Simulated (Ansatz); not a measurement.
PH2⁺, singlet in cc-pVDZ: errors against full CI

Geometry: a point of a stretch scan, not a stationary point.

```yaml
atoms:
  - { symbol: P, position_ang: [0.0000, -0.0715, -0.0110] }
  - { symbol: H, position_ang: [0.0000, 0.9239, -1.0365] }
  - { symbol: H, position_ang: [0.0000, 1.2720, 1.3733] }
```

Basis cc-pVDZ; Ansatz 0.2.0. Correlated methods freeze the noble-gas cores, which leaves 6 electrons in 23 orbitals. Prefix R: restricted or restricted open-shell reference. Active spaces: pair = (2e, 2o) about the gap; valence = (6e, 6o) chosen from the atoms' valence shells.

Full CI is exact within this basis and frozen core; it isn't the basis-set limit.

The UHF ⟨S²⟩ is 0.418. The T1 diagnostic (RCCSD) is 0.0171 and the largest doubles amplitude (RCCSD) is 0.162.

From what is known of these methods and the diagnostics, rank them by the size of their error in total energy against full CI in cc-pVDZ, smallest first (an estimate: the text doesn't fix the numbers).
A. NEVPT2 (pair space)
B. RCCSDT
C. NEVPT4(SD) (valence space)
D. RCCSD(T)
E. RHF

B (0.5 kJ/mol), D (2.7 kJ/mol), C (7.8 kJ/mol), A (75.2 kJ/mol), E (370.2 kJ/mol).

All errors are against full CI in cc-pVDZ. Within each family the higher level lies nearer, as is usual though not guaranteed.

The full-CI state has the irrep A' of Cs, in the program's axes.

Natural occupations of full CI about the gap: 1.958 1.920 1.875 0.099 0.058 0.033 0.012 0.009 0.009 0.008; effectively unpaired electrons, Σ n²(2−n)², 0.14.
